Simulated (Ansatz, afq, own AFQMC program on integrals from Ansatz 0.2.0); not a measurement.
**NH− (doublet): AFQMC on the coupled-cluster ladder at distance N1–H2 = 1.399 Å, 6-31++G****

The task here is to estimate one member of a computed series from the others.

Method: 6-31++G**, frozen cores; program: Ansatz 0.2.0, Gaussian basis, and an in-house AFQMC program (afq) on its integrals; all values are calculated.

The runs, in order: Full CI; PBE (unrestricted); r2SCAN (unrestricted); PBE0 (unrestricted); B3LYP (unrestricted); wB97M-V (unrestricted); B2PLYP (unrestricted); CCSD(T) on UHF; Full CI; Full CI (quartet); CCSDT(Q) on UHF; CCSDTQ on UHF; Phaseless AFQMC, CISD trial on UHF; Phaseless AFQMC, single-determinant trial on UHF; Free-projection AFQMC, CISD trial on UHF; CCSD(T) on ROHF; Full CI; CCSDT(Q) on ROHF; CCSDTQ on ROHF; Phaseless AFQMC, CISD trial on ROHF; Phaseless AFQMC, single-determinant trial on ROHF; Free-projection AFQMC, CISD trial on ROHF.

5 further runs of the same task are left out: 5 that didn't finish.

## The geometry

The geometry derives from a PBE0/def2-TZVPD stationary point (not a proven minimum). One bond is set to the value named and the two fragments are kept rigid.

2 atoms, charge -1, spin multiplicity 2.

Atoms are counted from 1 here; the program's logs count them from 0.

No contacts short enough for the rule that draws bonds.

As a file:

```xyz
2

N     0.0000    0.0000    0.0000
H     0.0000    0.0000    1.3990
```

Set-up of the first run:

in.yaml

```yaml
crystal:
  periodic: [false, false, false]
  atoms:
    - {symbol: N, position_ang: [0.000000, 0.000000, 0.000000]}
    - {symbol: H, position_ang: [0.000000, 0.000000, 1.399000]}
basis:
  gaussian: {orbitals: "6-31++G**"}
total_charge: -1
magnetization: {spin_polarized: false, initial_magnetization: 1}
correlation: {method: fci, electrons: outside_noble_gas}
```

Command:

```
$ ansatz run in.yaml --threads 1 --pin off --events-out ev --progress --plain --max-ram 16896MiB --backend cuda --devices 0, --max-vram 18GiB
```

Steps of the session up to this table: Full CI; PBE (unrestricted); r2SCAN (unrestricted); PBE0 (unrestricted); B3LYP (unrestricted); wB97M-V (unrestricted); B2PLYP (unrestricted); CCSD(T) on UHF; Full CI (quartet); CCSDT(Q) on UHF; CCSDTQ on UHF; Phaseless AFQMC, CISD trial on UHF; Phaseless AFQMC, single-determinant trial on UHF; Free-projection AFQMC, CISD trial on UHF (settings varied); CCSD(T) on ROHF; CCSDT(Q) on ROHF; CCSDTQ on ROHF; Phaseless AFQMC, CISD trial on ROHF; Phaseless AFQMC, single-determinant trial on ROHF; Free-projection AFQMC, CISD trial on ROHF (settings varied).

One table of the session follows, with a row left open; its other results are not shown here.

It belongs to the step «AFQMC on the ladder». On the ROHF determinant, counted from full CI (exact for this spin and basis):

```
                                                              level  from full CI (kJ/mol)
                                                                 HF                 +501.4
                                                                MP2                  +72.1
                                                               CCSD                  +20.0
                                                            CCSD(T)                      ?
                                                           CCSDT(Q)                   +0.1
                                                             CCSDTQ                   +0.1
                                                            full CI                    0.0
              Phaseless AFQMC, CISD trial, step 0.005, 4000 walkers                   +2.9
Phaseless AFQMC, single-determinant trial, step 0.005, 4000 walkers                   +9.6
```

**Question.** Estimate the row for CCSD(T).

As computed: from full CI (kJ/mol): +3.8. In the column «from full CI (kJ/mol)» it lies between Phaseless AFQMC, CISD trial, step 0.005, 4000 walkers (+2.9) and Phaseless AFQMC, single-determinant trial, step 0.005, 4000 walkers (+9.6).

Caveats from the session: The anion's highest level is positive in at least one run, so there the basis alone may hold the extra electron.
